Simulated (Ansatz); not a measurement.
# C6H12 (3-methyl-1-pentene): SVWN5/6-31G(d) (spherical functions)

What is the energy change on altering one bond length of C6H12 (3-methyl-1-pentene) at SVWN5/6-31G* (spherical functions)? 

Program for the calculation: Ansatz 0.2.0.

13 further runs of the same task are left out: 13 set aside as unsound or not needed.

## 1. The system as given

C6H12: 18 atoms, total charge 0, spin state singlet. SMILES: `C=CC(C)CC`. The coordinates come from a PBE0-D4/def2-TZVP relaxation. This is one conformer, not always the lowest.

Some bond lengths: C1–C2 1.325 Å, C2–C3 1.495 Å, C3–C4 1.526 Å, C3–C5 1.531 Å, C5–C6 1.518 Å, C1–H7 1.086 Å, C1–H8 1.084 Å, C2–H9 1.091 Å, C3–H10 1.098 Å, C4–H11 1.092 Å, C4–H12 1.094 Å, C4–H13 1.093 Å, C5–H14 1.096 Å, C5–H15 1.097 Å, C6–H16 1.094 Å, C6–H17 1.092 Å. Some angles: C1–C2–C3 125.7°, C2–C3–C4 110.3°, C2–C3–C5 111.2°, C4–C3–C5 110.6°, C3–C5–C6 113.9°, C1–C2–H9 119.0°, C3–C2–H9 115.3°, C2–C1–H7 121.3°, C2–C1–H8 121.7°, C2–C3–H10 108.0°.

## 2. The energy at SVWN5/6-31G(d) (spherical functions)

run.yaml reads:

```yaml
crystal:
  periodic: [false, false, false]
  atoms:
    - {symbol: C, position_ang: [-1.315800, 1.817470, -0.694280]}
    - {symbol: C, position_ang: [-0.840960, 0.980370, 0.216650]}
    - {symbol: C, position_ang: [-0.391010, -0.422800, -0.038270]}
    - {symbol: C, position_ang: [-1.240690, -1.404020, 0.763640]}
    - {symbol: C, position_ang: [1.092980, -0.596620, 0.296430]}
    - {symbol: C, position_ang: [2.020100, 0.230750, -0.575050]}
    - {symbol: H, position_ang: [-1.407880, 1.524930, -1.736020]}
    - {symbol: H, position_ang: [-1.631100, 2.821870, -0.435860]}
    - {symbol: H, position_ang: [-0.763320, 1.313470, 1.252510]}
    - {symbol: H, position_ang: [-0.526320, -0.633760, -1.106880]}
    - {symbol: H, position_ang: [-2.298220, -1.313410, 0.507490]}
    - {symbol: H, position_ang: [-1.139200, -1.216750, 1.837070]}
    - {symbol: H, position_ang: [-0.927980, -2.434320, 0.574710]}
    - {symbol: H, position_ang: [1.345170, -1.658490, 0.200800]}
    - {symbol: H, position_ang: [1.246470, -0.342550, 1.352600]}
    - {symbol: H, position_ang: [1.905100, -0.034220, -1.630080]}
    - {symbol: H, position_ang: [3.066080, 0.070280, -0.304280]}
    - {symbol: H, position_ang: [1.806590, 1.297830, -0.481200]}
basis:
  gaussian: {orbitals: 6-31G_st_-spherical.json}
output: {orbitals: {seedname: orbitals}}
hamiltonian: {xc: {name: SVWN5}}
accuracy: high
```

The basis set 6-31G* is read from a file made from the Basis Set Exchange's data (not shown).

Launch:

```console
$ ansatz run run.yaml --threads 4 --pin off --max-ram 12180MiB --events-out events.jsonl --progress --plain --runs-dir runs
```

Output:

```text
Warning: RAYON_NUM_THREADS=4 ignored (pool sized by the plan → 4); use --threads N
Functional definition: SVWN5
  name "SVWN5"
  exchange = slater_x
  correlation = vwn5_c
2826 factors; integrals over basis functions are off by at most 4.1e-9 eV
mean field evaluation 1: about -6339.8432 eV, gradient 7.9e1 eV
mean field evaluation 2: about -6321.8453 eV, gradient 1.1e2 eV
mean field evaluation 4: about -6355.6301 eV, gradient 1.1e1 eV
mean field evaluation 8: about -6355.9192 eV, gradient 1.3e-1 eV
mean field evaluation 16: about -6355.9193 eV, gradient 2.7e-5 eV
mean field -6355.91928783 eV, -233.5757256311 hartree, gradient 3.2e-8 eV, S^2 0.000000; 0 other end points of the search recorded, 0 dependent functions left out
reference -6355.91929070 eV, -233.5757257364 hartree; 24, 24 occupied and 84, 84 virtual orbitals, 2826 factors
Total energy: -6355.91929070 eV, -233.5757257364 hartree
```

Wall time 2.1 s (4 threads of Arm Neoverse V2, shared host); peak memory 0.37 GiB.

## 3. The distorted shape, same level

input.yaml reads:

```yaml
crystal:
  periodic: [false, false, false]
  atoms:
    - {symbol: C, position_ang: [-1.251737, 1.497298, -0.722439]}
    - {symbol: C, position_ang: [-0.776897, 0.660198, 0.188491]}
    - {symbol: C, position_ang: [-0.326947, -0.742972, -0.066429]}
    - {symbol: C, position_ang: [-1.176627, -1.724192, 0.735481]}
    - {symbol: C, position_ang: [1.157043, -0.916792, 0.268271]}
    - {symbol: C, position_ang: [2.084163, -0.089422, -0.603209]}
    - {symbol: H, position_ang: [-1.343817, 1.204758, -1.764179]}
    - {symbol: H, position_ang: [-1.567037, 2.501698, -0.464019]}
    - {symbol: H, position_ang: [-0.699257, 0.993298, 1.224351]}
    - {symbol: H, position_ang: [-0.462257, -0.953932, -1.135039]}
    - {symbol: H, position_ang: [-2.234157, -1.633582, 0.479331]}
    - {symbol: H, position_ang: [-1.075137, -1.536922, 1.808911]}
    - {symbol: H, position_ang: [-0.863917, -2.754492, 0.546551]}
    - {symbol: H, position_ang: [1.409233, -1.978662, 0.172641]}
    - {symbol: H, position_ang: [1.310533, -0.662722, 1.324441]}
    - {symbol: H, position_ang: [1.969163, -0.354392, -1.658239]}
    - {symbol: H, position_ang: [3.130143, -0.249892, -0.332439]}
    - {symbol: H, position_ang: [1.806590, 1.297830, -0.481200]}
basis:
  gaussian:
    orbitals: 6-31G_st_-spherical.json
hamiltonian:
  xc: {name: SVWN5}
accuracy: high
output: {orbitals: {seedname: orbitals}}
```

The basis set 6-31G* is read from a file made from the Basis Set Exchange's data (not shown).

Launch:

```console
$ ansatz run input.yaml --threads 4 --pin off --max-ram 12180MiB --events-out events.jsonl --progress --plain --runs-dir runs
```

Output:

```text
Warning: RAYON_NUM_THREADS=4 ignored (pool sized by the plan → 4); use --threads N
Functional definition: SVWN5
  name "SVWN5"
  exchange = slater_x
  correlation = vwn5_c
2831 factors; integrals over basis functions are off by at most 5.0e-9 eV
mean field evaluation 1: about -6338.9398 eV, gradient 7.8e1 eV
mean field evaluation 2: about -6318.2206 eV, gradient 1.1e2 eV
mean field evaluation 4: about -6354.7132 eV, gradient 1.1e1 eV
mean field evaluation 8: about -6355.0218 eV, gradient 1.7e-1 eV
mean field evaluation 16: about -6355.0219 eV, gradient 3.8e-5 eV
mean field -6355.02185026 eV, -233.5427454086 hartree, gradient 2.0e-8 eV, S^2 0.000000; 0 other end points of the search recorded, 0 dependent functions left out
reference -6355.02185319 eV, -233.5427455161 hartree; 24, 24 occupied and 84, 84 virtual orbitals, 2831 factors
Total energy: -6355.02185319 eV, -233.5427455161 hartree
```

Run time: 2.1 s. Hardware: 4 threads of Arm Neoverse V2, shared host; peak memory 0.35 GiB.

## 4. Results

Level: SVWN5/6-31G* (spherical functions).

| quantity | value |
| --- | --- |
| first shape: total energy | -233.57573 Eh |
| first shape: HOMO energy | -6.05 eV |
| first shape: LUMO energy | -0.32 eV |
| first shape: HOMO–LUMO gap | 5.73 eV |
| distorted shape: total energy | -233.54275 Eh |
| distorted shape: HOMO energy | -6.02 eV |
| distorted shape: LUMO energy | -0.31 eV |
| distorted shape: HOMO–LUMO gap | 5.70 eV |
| energy change with the C6–H18 bond stretched from 1.092 to 1.420 Å | 0.897 eV |

What this shows: With the C6–H18 bond stretched from 1.092 to 1.420 Å the energy rises by 0.90 eV (86.6 kJ/mol). The first shape isn't relaxed at this level, so the change isn't measured from a minimum.
